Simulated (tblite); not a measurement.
Compound: C₃H₇P.
SMILES: `C1CPC1`

All values are computed: GFN2-xTB (tblite) harmonic vibrations without scaling, gas phase. The method is semi-empirical: single wavenumbers can be off by several per cent or more. Modes of hydrogen on phosphorus can be 10 to 20 % off.

Harmonic wavenumbers (cm⁻¹): 187.5, 529.0, 654.2, 710.0, 713.1, 777.6, 847.8, 860.4, 986.2, 1006.8, 1020.5, 1031.7, 1151.8, 1164.5, 1202.3, 1212.0, 1279.5, 1445.9, 1446.5, 1490.8, 2221.2, 2962.3, 2973.3, 2979.9, 2988.3, 2997.4, 2999.8.

A = 9763, B = 6266, C = 4346 MHz; mass 74.029 u (most abundant isotopes); point group Cs, symmetry number 1.

Question: What is the zero-point energy?

Answer: ½Σν̃ = 19920 cm⁻¹ = 56.95 kcal/mol.

Question: Give the ideal-gas entropy at 500 K and 1 bar in the rigid-rotor, harmonic-oscillator model (classical rotation).

Answer: Translation 41.42, rotation 26.15, vibration 13.09: S = 80.7 cal/(mol K).

Question: And Cp and H(500 K) − H(0)?

Answer: Cp = 29.66 cal/(mol K), of which vibrations give 21.72 (their classical limit is 27 R = 53.7); H(500 K) − H(0) = 8.25 kcal/mol without the zero-point energy, 4.27 from vibrations.

Question: How do the functions run with temperature in this model?

Answer: 
| T (K) | S (cal/(mol K)) | Cp (cal/(mol K)) | H − H(0) (kcal/mol) | G − H(0) (kcal/mol) | ln q(vib) |
| --- | --- | --- | --- | --- | --- |
| 150 | 59.2 | 10.3 | 1.32 | -7.56 | 0.19 |
| 250 | 65.5 | 15.1 | 2.57 | -13.81 | 0.57 |
| 298.15 | 68.4 | 18.1 | 3.37 | -17.03 | 0.81 |
| 400 | 74.6 | 24.4 | 5.54 | -24.32 | 1.48 |
| 600 | 86.5 | 34.0 | 11.44 | -40.44 | 3.19 |
| 900 | 102.1 | 43.1 | 23.12 | -68.79 | 6.11 |

q(vib) and H(0) count from the zero-point level.

Question: Which modes carry the vibrational entropy at 500 K?

Answer: 187.5 cm⁻¹: 3.24; 529.0 cm⁻¹: 1.33; 654.2 cm⁻¹: 1.00; 710.0 cm⁻¹: 0.88; 713.1 cm⁻¹: 0.87; 777.6 cm⁻¹: 0.76 cal/(mol K); the other 21 give 5.01 together.

Hindered rotation and anharmonicity are outside this model.
